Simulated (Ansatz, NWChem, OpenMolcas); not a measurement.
Strength of the C–C bond: C2H4F2 → CH3 + CHF2

Species: C2H4F2 (1,1-difluoroethane) `CC(F)F`, singlet; CH3 (methyl radical) `[CH3]`, doublet; CHF2 (difluoromethyl radical) `F[CH]F`, doublet. 

Shapes, held fixed at every level: PBE0-D4/def2-TZVP. Programs: Ansatz 0.2.0, NWChem 7.3.0, OpenMolcas 26.06. A level may come from different programs for different species; with the same settings they agree closely. The zero-point and thermal change to 298 K, harmonic and unscaled (PBE0-D4/def2-TZVP), is -23.0 kJ/mol.

Problem. Estimate ΔH(298 K) of this reaction.

Solution. The highest level, CCSD(T)/CBS estimate, gives ΔH(298 K) = +409.0 kJ/mol; the levels span +281.4 to +413.6. The column of differences is taken from that level and isn't an error. Hartree–Fock misses the correlation of the pair that is broken and comes out low. No measured value is set beside it here. Open shells run unrestricted unless RO is named. The CBS estimate extrapolates MP2 from def2-TZVPP and def2-QZVPP and adds CCSD(T) − MP2 in the triple-zeta set, cores frozen.

```
               level                   kind  ΔH(298 K) (kJ/mol)  less CCSD(T)/CBS estimate
         HF/def2-SVP           Hartree–Fock              +294.5                     -114.5
       HF/def2-TZVPP           Hartree–Fock              +281.4                     -127.6
 BHLYP-D4/def2-TZVPP          global hybrid              +378.6                      -30.4
        MP2/def2-SVP    perturbation theory              +409.1                       +0.1
      MP2/def2-TZVPP    perturbation theory              +413.6                       +4.6
    CCSD(T)/def2-SVP  coupled cluster or CI              +397.6                      -11.4
  CCSD(T)/def2-TZVPP  coupled cluster or CI              +398.9                      -10.1
CCSD(T)/CBS estimate  coupled cluster or CI              +409.0                        0.0
```
